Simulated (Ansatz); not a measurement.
Input file:

```yaml
crystal:
  periodic: [false, false, false]
  atoms:
    - {symbol: Si, position_ang: [0.000000, 0.000000, 0.000000]}
    - {symbol: Li, position_ang: [0.000000, 0.000000, 2.193000]}
basis:
  gaussian: {orbitals: aug-cc-pVDZ}
magnetization: {spin_polarized: false, initial_magnetization: 1}
correlation: {method: ccsdt_q, electrons: outside_noble_gas}
```

```sh
$ ansatz run in.yaml --threads 1 --pin off --events-out ev --progress --plain --max-ram 2393MiB
```

**Question.** Roughly how long does this take on 1 thread of Arm Neoverse V1, shared host, and how much host memory?

**Answer.** 23 s wall and 0.25 GiB.

```
827 factors; integrals over basis functions are off by at most 1.1e-7 eV
mean field evaluation 1: about -8061.8464 eV, gradient 4.6e0 eV
mean field evaluation 2: about -8061.8586 eV, gradient 4.6e0 eV
mean field evaluation 4: about -8062.0610 eV, gradient 4.5e-1 eV
mean field evaluation 8: about -8062.0681 eV, gradient 8.7e-3 eV
mean field evaluation 16: about -8062.0485 eV, gradient 2.6e-1 eV
mean field evaluation 32: about -8060.8416 eV, gradient 2.6e0 eV
mean field evaluation 64: about -8061.5657 eV, gradient 8.0e-7 eV
mean field evaluation 96: about -8062.0570 eV, gradient 5.6e-1 eV
mean field evaluation 128: about -8061.5651 eV, gradient 2.4e-1 eV
mean field evaluation 160: about -8048.3479 eV, gradient 1.1e1 eV
...
cycle  20  -2.78930252 eV  change   -1.3e-5 eV  update   1.1e-5
cycle  21  -2.78930265 eV  change   -1.4e-7 eV  update   6.4e-6
cycle  22  -2.78930021 eV  change    2.4e-6 eV  update   4.6e-6
cycle  23  -2.78930032 eV  change   -1.1e-7 eV  update   3.7e-6
cycle  24  -2.78930215 eV  change   -1.8e-6 eV  update   2.7e-6
cycle  25  -2.78930552 eV  change   -3.4e-6 eV  update   2.3e-6
cycle  26  -2.78930805 eV  change   -2.5e-6 eV  update   2.3e-6
cycle  27  -2.78930894 eV  change   -8.9e-7 eV  update   1.5e-6
cycle  28  -2.78930935 eV  change   -4.0e-7 eV  update   7.7e-7
cycle  29  -2.78930922 eV  change    1.2e-7 eV  update   4.6e-7
perturbative correction -0.00879709 eV, -0.0003232870 hartree
Total energy: -8064.86617753 eV, -296.3783654616 hartree
```

For the same geometry and basis full CI lies 2.4 meV lower.
